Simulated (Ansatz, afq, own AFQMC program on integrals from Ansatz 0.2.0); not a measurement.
# BSiH₄, doublet: AFQMC among the cluster methods

```xyz
6

Si    0.0000    0.0000    0.4960
B     0.0000    0.0000   -1.2040
H     0.0000    1.2187    1.3429
H     0.0000   -1.2187    1.3429
H     0.0000    1.0370   -1.7961
H     0.0000   -1.0370   -1.7961
```

Connectivity, by distances: SiH2–BH2.

Basis 6-31G. Noble-gas cores (and the filled d shells of Ga–Kr and In–Xe) are frozen. Integrals, coupled cluster, full CI and functionals: Ansatz 0.2.0; the random walks run on the same integrals in our own AFQMC program. ph-AFQMC/CISD is guided by a CISD state made of CCSD amplitudes; releasing the constraint for a short imaginary time cuts its bias at the price of noise, slowly where states lie close. Error bars are statistical, one sigma.

Determinant: UHF, the one that the program's search chose, which needn't be the lowest solution. The geometry is a point of a scan.

No full CI on the walks' own integrals is used here; CCSDT(Q) serves as the reference and is uncertain by about the last step of the cluster series.

Cautions: the released energies rise steadily instead of settling, so no released level is given (meV from the phaseless value at times in 1/Eh: -9 ± 6 at 0.24, -8 ± 5 at 0.51, -8 ± 5 at 0.99, -1 ± 5 at 1.62, 3 ± 4 at 2.40), though the last usable value meets CCSDT(Q) within the noise.

The T1 diagnostic is 0.0119, the weight of the determinant in the CISD state is 0.919 and the ⟨S²⟩ of the determinant is 0.757. The size of the correlated space is 11 electrons in 24 orbitals.

| level | correlation energy (eV) |
| --- | --- |
| MP2 | -2.6782 |
| CCSD | -3.4693 |
| CCSD(T) | -3.5325 |

Q: Estimate where phaseless AFQMC with a CISD trial lies against CCSD(T) on the same integrals.

A: 1.8 ± 0.5 kJ/mol below CCSD(T).

Reference: CCSDT(Q), correlation energy -3.551 eV.

```tsv
level	E − E(reference) (kJ/mol)	share of correlation (%)
CCSD(T)	1.8	99.47
CCSDT	0.2	99.95
ph-AFQMC/CISD	0.0 ± 0.5	100.00
```

A walk keeps the symmetry of its determinant, which the program's search chose and which needn't be the lowest solution, so a lower state of the same spin and another symmetry isn't excluded.
